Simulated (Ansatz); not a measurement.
We consider TlGaTe₂ (I4/mcm, No. 140), described by PBEsol (plane waves, PAW; Ansatz, a first-principles code).

Settings: plane-wave cutoff 520 eV, 6×6×6 k mesh, Fermi–Dirac smearing 0.01 eV, scalar-relativistic PAW data made under PBE.

Cell (measured lattice):

```cif
data_Ga4Te8Tl4
_chemical_formula_sum 'Ga4 Te8 Tl4'
_space_group_name_H-M_alt 'I4/mcm'
_space_group_IT_number 140
_space_group_name_Hall '-I 4 2c'
_cell_length_a 8.42900
_cell_length_b 8.42900
_cell_length_c 6.86500
_cell_angle_alpha 90.000
_cell_angle_beta 90.000
_cell_angle_gamma 90.000
loop_
_atom_site_label
_atom_site_type_symbol
_atom_site_symmetry_multiplicity
_atom_site_Wyckoff_symbol
_atom_site_fract_x
_atom_site_fract_y
_atom_site_fract_z
_atom_site_occupancy
Ga1 Ga 4 b 0.00000 0.50000 0.25000 1
Te1 Te 8 h 0.17000 0.33000 0.00000 1
Tl1 Tl 4 a 0.00000 0.00000 0.25000 1
```
(The calculation used a cell of 8 atoms; values per cell refer to that cell.)

Question: Estimate the band gap, smallest direct gap on the k points sampled and Γ–Γ gap that the calculation returns.

Answer: 
* **band gap**: 0.26 eV
* **smallest direct gap on the k points sampled**: 0.39 eV
* **Γ–Γ gap**: 2.97 eV

Measured, for comparison: band gap 0.84 eV (temperature not stated, not corrected to a static lattice, thermal gap, our sources range from 0.84 to 1.20; as tabulated in arXiv:0804.1639).

Note: cell and atoms aren't relaxed at this level (pressure -0.8 GPa).

Spin–orbit coupling is not included; it can close the smallest gap of 0.26 eV.

Computed values are for the static lattice.

Computing time: about 40 core-seconds (a rough figure).
